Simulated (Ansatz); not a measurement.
# Which is lower?

Two relaxed structures of CH$_{4}$NSi, doublet (PBE0-D4/def2-TZVP; forces vanish, vibrations not checked).

A:

N1  (-1.075, 0.214, -0.681)
C2  (0.207, -0.158, -0.681)
Si3  (1.359, -0.179, 0.770)
H4  (-1.652, 0.203, -1.507)
H5  (-1.494, 0.522, 0.183)
H6  (0.241, 0.346, 1.696)
H7  (0.550, -0.471, -1.668)
(Å)

B:

```
7
angstrom
N -1.1374 -0.1121 -0.8270
C -0.0219 0.1718 -0.4070
Si 1.0818 -0.3080 1.0105
H -1.4832 0.3452 -1.6754
H 0.5068 -1.3233 1.9378
H 1.3690 0.9449 1.7498
H 2.3289 -0.8302 0.4015
```

Ansatz 0.2.0; basis: def2-TZVPP; cores frozen in the correlated methods; orbitals are unrestricted. B3LYP uses VWN-RPA correlation.

Problem. Which structure is lower at CCSD(T), and by how much? (To be estimated.)

Solution. The calculation gives: B, by 0.164 eV (electronic energy, against the other). By their contacts, A is CH₄NSi ([NH2][CH][SiH]) and B is CH₄NSi ([NH][C][SiH3]).

Problem. Do the other methods give the same order? (A judgement: the text doesn't fix the answer.)

Solution. By the calculation: Not all: PBE-D4, PBE0-D4 give the other order.

```
   method  E(B) − E(A) (eV)
   PBE-D4             0.073
r2SCAN-D4            -0.083
  PBE0-D4             0.051
 B3LYP-D4            -0.072
  wB97M-V            -0.011
       HF            -0.437
      MP2            -0.064
     CCSD            -0.170
  CCSD(T)            -0.164
```

The T1 diagnostic stays at or below 0.029. ⟨S²⟩ of the unrestricted Hartree–Fock references: 0.76 to 0.81 (a pure state has 0.75). The unrestricted reference is spin-contaminated, which hurts MP2 most.

Labels in which every atom is bracketed show which atoms are joined, not bond orders.

For scale, one of the runs: CCSD(T)/def2-TZVPP, 160 basis functions, launched by `ansatz run in.yaml --threads 2 --pin off --events-out ev --progress --plain --max-ram 4352MiB`. Time: 69 s of wall clock on 2 CPU threads of an Arm Neoverse V1; the host was shared. Peak host memory: 2.7 GiB.
